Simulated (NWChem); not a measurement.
BeH cation; SMILES [BeH+]

Computed with NWChem. Coordinates come from a PBE-D3(BJ)/def2-SVP optimisation. Vertical excitations in the gas phase; the lowest state need not have the same character in each row.

| level | lowest excitation, singlet (eV) | oscillator strength of that lowest state | lowest triplet (eV) | orbital gap (eV) |
|---|---|---|---|---|
| PBE/def2-SVP, TDA | 5.31 | 0.157 | 3.53 | 4.29 |
| B3LYP/def2-SVP, TDA | 5.37 | 0.154 | 3.63 | 5.76 |
| BHandHLYP/def2-SVP, TDA | 5.48 | 0.147 | 3.74 | 8.11 |
| CAM-B3LYP/def2-SVP, TDA | 5.45 | 0.157 | 3.70 | 8.62 |
